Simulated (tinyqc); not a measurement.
Worked calculation: geometry optimisation on the RHF/sto-3g surface (energies and gradients from PySCF), for NH3, spin multiplicity 1. One step of it, computed by the program tinyqc.

Task: Step 1: move. Quasi-Newton step p = -H^(-1) g (first H = 1 times the unit matrix); steps longer than 0.1 bohr are cut back (factor 0.721 here).

positions at the start (bohr):
```
            x          y          z
1N  -0.054802  -0.060471   0.430858
2H   1.765004  -0.051023   0.045353
3H  -0.842818   1.468317  -0.056692
4H  -0.954312  -1.634613   0.090707
```

gradient (hartree/bohr):
```
              x            y            z
1N  -0.03787825   0.03051437  -0.06383684
2H  -0.03405468   0.00799612   0.01291326
3H   0.04974137  -0.07536137   0.03260270
4H   0.02219155   0.03685088   0.01832087
```

Give: positions after step 1.

Result:

positions after step 1 (bohr):
```
         x       y       z
1N  -0.027  -0.082   0.477
2H   1.790  -0.057   0.036
3H  -0.879   1.523  -0.080
4H  -0.970  -1.661   0.077
```
